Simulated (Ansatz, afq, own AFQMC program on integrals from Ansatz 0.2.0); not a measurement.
Atomization energy of SiH4, triplet, worked out

```xyz
5

Si    0.0000    0.0000    0.0000
H    -0.0115    1.0851    1.0776
H    -0.0165   -1.0776    1.0850
H     0.0165    1.0776   -1.0850
H     0.0115   -1.0851   -1.0776
```

Basis cc-pVDZ. Only valence electrons are correlated. AFQMC by an in-house program on the Cholesky factors that Ansatz 0.2.0 writes for its CCSD(T) run. The CISD trial takes its coefficients from CCSD amplitudes. Released means that phaseless walkers are propagated on without the constraint, phases kept. Uncertainties: one standard error, sampling alone.

Total energies in eV. CBS is CCSD(T) at the limit of def2-TZVPP/QZVPP (extrapolated itself); the highest rung of each member is named.

Cautions: SiH₄ (triplet): lower spins were not checked.

```json
{"member": "Si (triplet)", "count": "+1", "CCSD(T)/cc-pVDZ": "-7861.7800", "highest rung in cc-pVDZ": "-7861.7922", "which": "FCI", "CCSD(T)/CBS": "-7862.5000"}
{"member": "H (doublet)", "count": "+4", "CCSD(T)/cc-pVDZ": "-13.5861", "highest rung in cc-pVDZ": "-13.5861", "which": "FCI", "CCSD(T)/CBS": "-13.6059"}
{"member": "SiH₄, triplet", "count": "-1", "CCSD(T)/cc-pVDZ": "-7924.2426", "highest rung in cc-pVDZ": "-7924.2763", "which": "CCSDT(Q)", "CCSD(T)/CBS": "-7926.0768"}
```

Task: Work out the best estimate of the atomization energy: the CCSD(T)/CBS difference plus the step from CCSD(T) to the highest rung.

Result: Sums with the counts: CCSD(T)/CBS 9.1532 eV, highest rung 8.1397 eV, CCSD(T)/cc-pVDZ 8.1182 eV. The step is 8.1397 − 8.1182 = 0.0215 eV, so the best estimate is 9.1532 + (0.0215) = 9.1747 eV = 211.6 kcal/mol. The basis set is worth 1.035 eV of it. Zero-point, core-correlation and spin–orbit terms aren't in it. Past Ne the Hartree–Fock part of each CBS total tends to overshoot, since the cores don't follow the formula; that largely cancels in the difference.

Best estimates are given only where the step beyond CCSD(T) is under 0.3 eV and no member's determinant is very poor (T1 over 0.05, or 0.07 for open shells, ⟨S²⟩ too high by 0.3, two states mixed), so the hardest cases are missing from such tables.

CCSDT and higher add their correlation energy to the determinant of the CCSD(T) run, since their own runs factorise the integrals more tightly (a shift of under 2 meV). Each member of a difference takes its own highest rung, so a best estimate needn't equal the limit plus the step of one row.
